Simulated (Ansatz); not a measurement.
Two shapes of singlet CH2.

Shape 1:

```xyz
3

C     0.0429    0.0231   -0.1909
H    -0.0360    0.8966    0.5370
H     0.0445   -0.8464    0.5222
```

Shape 2:

```xyz
3

C     0.0451   -0.0245   -0.1582
H    -0.0272    0.9037    0.5936
H     0.1003   -0.8599    0.5156
```

Basis set: STO-3G (spherical functions). Frozen core: 1 orbital. Charge 0, multiplicity 1.

Computed with Ansatz (development build ahead of 0.2.0); each method stands on the lowest determinant of its kind that the runs found.

Which shape is lower in energy, and by how much in each method?

| method | E(2) − E(1) (eV) |
| --- | --- |
| RHF | 0.153 |
| RHF-MP2 | 0.149 |

Shape 1 is lower. Caution: in another basis set an unrestricted determinant lies well below; another spin multiplicity may lie lower.
